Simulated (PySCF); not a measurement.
Method used: core-valence-separated Tamm–Dancoff BHandHLYP/aug-pcX-1 (pcseg-1 on H, def2-SVPD on S) in PySCF, non-relativistic, gas phase, PBE0-D3(BJ)/def2-SVP geometry. Absolute energies from this functional tend to lie a few eV below measured edges; no shift was applied.

Main lines of an unknown, eV (oscillator strength): C K: 284.0 (0.118), 289.6 (0.027); N K: 399.2 (0.119), 404.4 (0.013). Listed: the first five lines at most of each edge with a tenth or more of its strongest line's intensity; roots within 0.03 eV on the same or equivalent atoms are summed. Only the lowest roots were sought, and the top ones are left out.

Problem. Which candidate gives them?
A. `[N+]([S-])#C` (thiofulminic acid)
B. `C(=S)=N` (isothiocyanic acid)

Solution. A. 

- `C#[N+][S-]`: C K: 284.0 (0.118), 289.6 (0.027); N K: 399.2 (0.119), 404.4 (0.013). First C line listed at 284.0 eV, hole on the triply bonded carbon (1s→π*); first N line listed at 399.2 eV, hole on the nitrogen bonded to C and S (1s→π*).
- `N=C=S`: C K: 284.2 (0.082), 285.2 (0.080), 290.2 (0.011); N K: 398.2 (0.023), 398.4 (0.043), 400.5 (0.015), 402.5 (0.015), 403.0 (0.008). First C line listed at 284.2 eV, hole on the isothiocyanate carbon; first N line listed at 398.2 eV, hole on the isothiocyanate nitrogen.

One conformer each; other structures than these candidates weren't tested.
